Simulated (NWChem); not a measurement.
# One shape, several levels: C2H3F3S (methyl(trifluoromethyl) sulfide)

Aim: a comparison of 3 runs (HF/STO-3G, HF/3-21G, B3LYP/6-31G*) of C2H3F3S (methyl(trifluoromethyl) sulfide). 

The results are computed with NWChem 7.3.0.

## (1) The molecule

The species is C2H3F3S (9 atoms), meant as a singlet with charge 0. SMILES: `CSC(F)(F)F`. The coordinates come from a PBE0-D4/def2-TZVP relaxation.

Bond lengths: C1–S2 1.799 Å, S2–C3 1.797 Å, C3–F4 1.338 Å, C3–F5 1.331 Å, C3–F6 1.338 Å, C1–H7 1.090 Å, C1–H8 1.089 Å, C1–H9 1.089 Å. Some angles: C1–S2–C3 98.4°, S2–C3–F4 112.9°, S2–C3–F5 108.3°, S2–C3–F6 112.9°, F4–C3–F5 108.0°, F4–C3–F6 106.4°, F5–C3–F6 108.0°, S2–C1–H7 105.7°, S2–C1–H8 111.0°, S2–C1–H9 111.0°.

## (2) Energy and forces at HF/STO-3G (run 1)

File c2h3f3s.nw:

```
start c2h3f3s
title "C2H3F3S"
memory stack 880 mb heap 220 mb global 1100 mb

geometry units bohr noautosym nocenter noautoz
 C  -0.50002153 -2.07888771  1.53086713
 S   2.23119964 -0.63211339  0.11357254
 C   0.66593949  1.93281188 -1.46793925
 F  -1.03953834  1.15159910 -3.16264564
 F   2.40108601  3.29190291 -2.68000959
 F  -0.56030380  3.46878127  0.12188734
 H   0.21259419 -3.70065067  2.58193280
 H  -1.81772756 -2.73518959  0.09297453
 H  -1.42560939 -0.78574812  2.83704583
end

basis spherical bse
 C library STO-3G
 S library STO-3G
 F library STO-3G
 H library STO-3G
end

scf
 thresh 1e-08
 maxiter 80
end

task scf gradient
```

Run with:

```console
$ nwchem c2h3f3s.nw > c2h3f3s.out
```

Standard output:

```text
[...]
  functions       =    37
[...]
  wavefunction    = RHF
[...]
         Total SCF energy =   -763.862103340801
      One-electron energy =  -1736.102902375849
      Two-electron energy =    635.440855140554
 Nuclear repulsion energy =    336.799943894494
        Time for solution =      2.1s
[...]
                         RHF ENERGY GRADIENTS
    atom               coordinates                        gradient
                 x          y          z           x          y          z
   1 C      -0.500022  -2.078888   1.530867   -0.008974   0.001242   0.000263
   2 S       2.231200  -0.632113   0.113573   -0.013379   0.019638  -0.011891
   3 C       0.665939   1.932812  -1.467939   -0.005704   0.021393  -0.014183
   4 F      -1.039538   1.151599  -3.162646    0.032869   0.018288   0.033859
   5 F       2.401086   3.291903  -2.680010   -0.038640  -0.031283   0.027702
   6 F      -0.560304   3.468781   0.121887    0.023002  -0.029651  -0.034057
   7 H       0.212594  -3.700651   2.581933    0.006490  -0.002429   0.000858
   8 H      -1.817728  -2.735190   0.092975    0.001661  -0.001137  -0.004864
   9 H      -1.425609  -0.785748   2.837046    0.002674   0.003940   0.002313
[...]
```

It took 3.3 s on 1 thread of AMD EPYC 9R45 (Zen 5), shared host; peak memory 0.1 GiB.

## (3) Energy and gradient at HF/3-21G (run 2)

File geom.nw:

```
start geom
title "C2H3F3S hf"
memory stack 880 mb heap 220 mb global 1100 mb
charge 0

geometry units atomic noautosym nocenter noautoz
  C     -0.50002153    -2.07888771     1.53086713
  S      2.23119964    -0.63211339     0.11357254
  C      0.66593949     1.93281188    -1.46793925
  F     -1.03953834     1.15159910    -3.16264564
  F      2.40108601     3.29190291    -2.68000959
  F     -0.56030380     3.46878127     0.12188734
  H      0.21259419    -3.70065067     2.58193280
  H     -1.81772756    -2.73518959     0.09297453
  H     -1.42560939    -0.78574812     2.83704583
end

basis spherical bse
  * library 3-21G
end

scf
  thresh 1e-08
  maxiter 80
end

task scf gradient
```

Run with:

```console
$ nwchem geom.nw > geom.out
```

Standard output:

```text
[...]
  functions       =    64
[...]
  wavefunction    = RHF
[...]
         Total SCF energy =   -769.311847077414
      One-electron energy =  -1736.284662344792
      Two-electron energy =    630.172871372884
 Nuclear repulsion energy =    336.799943894494
        Time for solution =      2.4s
[...]
                         RHF ENERGY GRADIENTS
    atom               coordinates                        gradient
                 x          y          z           x          y          z
   1 C      -0.500022  -2.078888   1.530867    0.029571   0.021040  -0.019224
   2 S       2.231200  -0.632113   0.113573   -0.031671  -0.000107   0.004694
   3 C       0.665939   1.932812  -1.467939    0.002703  -0.010221   0.006897
   4 F      -1.039538   1.151599  -3.162646    0.007916   0.007480   0.006587
   5 F       2.401086   3.291903  -2.680010   -0.010241  -0.008165   0.007243
   6 F      -0.560304   3.468781   0.121887    0.005454  -0.004667  -0.010588
   7 H       0.212594  -3.700651   2.581933    0.004266  -0.005438   0.003291
   8 H      -1.817728  -2.735190   0.092975   -0.004792  -0.003904  -0.005007
   9 H      -1.425609  -0.785748   2.837046   -0.003207   0.003982   0.006108
[...]
```

Run time: 3.6 s. Hardware: 1 thread of AMD EPYC 9R45 (Zen 5), shared host; peak memory 0.099 GiB.

## (4) Energy and forces at B3LYP/6-31G(d) (Cartesian functions) (run 3)

File c2h3f3s.xyz:

```xyz
9
C2H3F3S gradient
C     -0.264600    -1.100100     0.810100
S      1.180700    -0.334500     0.060100
C      0.352400     1.022800    -0.776800
F     -0.550100     0.609400    -1.673600
F      1.270600     1.742000    -1.418200
F     -0.296500     1.835600     0.064500
H      0.112500    -1.958300     1.366300
H     -0.961900    -1.447400     0.049200
H     -0.754400    -0.415800     1.501300
```

File c2h3f3s.nw:

```
start c2h3f3s
title "C2H3F3S gradient"
memory 2200 mb
geometry noautosym nocenter noautoz
load format xyz c2h3f3s.xyz
end
basis
C library 6-31G*
S library 6-31G*
F library 6-31G*
H library 6-31G*
end
dft
xc b3lyp
grid fine
convergence energy 1e-08
iterations 100
mulliken
end
task dft gradient
```

Run with:

```console
$ nwchem c2h3f3s.nw > c2h3f3s.out
```

Standard output:

```text
[...]
          Wavefunction type:  closed shell.
          No. of atoms     :     9
          No. of electrons :    58
[...]
          Charge           :     0
          Spin multiplicity:     1
[...]
          AO basis - number of functions:   100
[...]
              XC Information
              --------------
                         B3LYP Method XC Potential
                     Hartree-Fock (Exact) Exchange  0.200
                        Slater Exchange Functional  0.800 local
                    Becke 1988 Exchange Functional  0.720 non-local
              Lee-Yang-Parr Correlation Functional  0.810
                  VWN I RPA Correlation Functional  0.190 local
[...]
 d= 0,ls=0.0,diis     1   -775.5204601418 -1.11D+03  1.89D-02  2.00D+00     2.1
[...]
 d= 0,ls=0.0,diis    10   -775.7244257042 -1.90D-09  1.68D-07  8.71D-10    16.7
         Total DFT energy =     -775.724425704235
      One electron energy =    -1742.553180635206
           Coulomb energy =      699.151589812763
    Exchange-Corr. energy =      -69.122803024943
 Nuclear repulsion energy =      336.799968143151
[...]
      Total Density - Mulliken Population Analysis
     ---------------------------------------------
    Atom       Charge   Shell Charges
 -----------   ------   -------------------------------------------------------
    1 C    6     6.61   1.99  0.68  2.11  0.71  1.09  0.03
    2 S   16    15.88   2.00  1.99  5.97  1.42  3.05  0.48  0.95  0.04
    3 C    6     5.36   1.99  0.71  1.81  0.29  0.43  0.13
    4 F    9     9.25   1.99  0.95  3.32  0.96  1.97  0.06
    5 F    9     9.25   1.99  0.95  3.32  0.96  1.96  0.06
    6 F    9     9.25   1.99  0.95  3.32  0.96  1.97  0.06
    7 H    1     0.80   0.52  0.28
    8 H    1     0.80   0.52  0.28
    9 H    1     0.80   0.52  0.28
[...]
  wavefunction    = closed shell
                         DFT ENERGY GRADIENTS
    atom               coordinates                        gradient
                 x          y          z           x          y          z
   1 C      -0.500021  -2.078888   1.530867    0.004837   0.004829  -0.004171
   2 S       2.231199  -0.632113   0.113573   -0.012442   0.000991   0.001112
   3 C       0.665939   1.932812  -1.467939   -0.000650  -0.000536   0.000528
   4 F      -1.039538   1.151599  -3.162645    0.007293   0.004832   0.006863
   5 F       2.401086   3.291903  -2.680009   -0.008708  -0.005731   0.005303
   6 F      -0.560304   3.468781   0.121887    0.005139  -0.005746  -0.008078
   7 H       0.212594  -3.700650   2.581933    0.000526   0.001874  -0.001378
   8 H      -1.817727  -2.735189   0.092975    0.002158   0.000477   0.000936
   9 H      -1.425609  -0.785748   2.837046    0.001846  -0.000990  -0.001115
[...]
```

Run time: 22 s. Hardware: 1 thread of AMD EPYC 9R45 (Zen 5), shared host; peak memory 0.12 GiB.

## (5) The series

```
run                               level  Cartesian functions  iteration cap  energy (Eh)  dipole moment (D)  HOMO energy (eV)  LUMO energy (eV)  wall time
  1                           HF/STO-3G                   no             80  -763.862103               1.44             -7.83             11.21      3.3 s
  2                            HF/3-21G                   no             80  -769.311847               2.72            -10.86              4.62      3.6 s
  3  B3LYP/6-31G* (Cartesian functions)                  yes            100  -775.724426               2.07             -7.03              0.30       22 s
```

## (6) Results

| quantity | value |
| --- | --- |
| run 3: total energy | -775.72443 Eh |
| run 3: dipole moment | 2.07 D |
| run 3: HOMO energy | -7.03 eV |
| run 3: LUMO energy | 0.30 eV |
| run 3: HOMO–LUMO gap | 7.33 eV |
| run 3: largest force on an atom | 0.644 eV/Å |

In words: The dipole moment (its size) runs from 1.44 D (HF/STO-3G) to 2.72 D (HF/3-21G). The HOMO–LUMO gap runs from 7.33 eV (B3LYP/6-31G*) to 19.05 eV (HF/STO-3G). The two ends differ in method and basis. In run 1 the basis is minimal, so the values are rough. All runs together took 29 s, the longest 22 s.
